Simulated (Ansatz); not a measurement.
Pd: from a trial structure to a relaxed crystal

Computed with DFT r2SCAN, scalar-relativistic, plane waves, PAW (Ansatz 0.2.0). Cutoff 500 eV, Γ-centred k mesh, Gaussian smearing, no spin polarisation in the final step.

The start puts Pd on the simple hexagonal structure type (P6/mmm, No. 191), at a guessed volume.

```
Pd
1.0
     2.66257    0.00000    0.00000
    -1.33129    2.30586    0.00000
     0.00000    0.00000    2.48784
Pd
1
Direct
  0.00000 0.00000 0.00000
```

Steps on the 9×9×8 mesh (1 atom). 4 of 5 steps are shown, and the free energy counts from the last. Trial steps that were taken back and renewals of the plane-wave basis can be among the rows.

| step | ΔF (meV/atom) | V (Å³/atom) | P (GPa) |
| --- | --- | --- | --- |
| 1 | 55.6 | 15.27 | 10.44 |
| 2 | 3.1 | 16.30 | -1.57 |
| 3 | 1.6 | 16.17 | -0.28 |
| 5 | 0.0 | 16.14 | 0.06 |

A final relaxation ran on a 24×24×22 mesh. The relaxed crystal, P6/mmm (No. 191):

Space group P6/mmm (No. 191). a = 2.670 Å, b = 2.670 Å, c = 2.616 Å, α = 90.00°, β = 90.00°, γ = 120.00°
```csv
atom,site,symmetry,x,y,z
Pd,1a,6/mmm,0.0000,0.0000,0.0000
```

| Item | Value |
| --- | --- |
| Volume per atom | 16.15 Å³ |
| Density | 10.94 g/cm³ |
| Energy over the standard structure | 0.24 eV/atom |
| Gap on the 24×24×22 mesh | 0 eV (a metal) |

Energies count from the standard state of Pd at the same level.

The final run used a 24×24×22 mesh on its 1-atom cell and 0.10 eV smearing. The k mesh leaves about 4 meV/atom of noise in metals.

A structure relaxed within its symmetry needn't be a true minimum.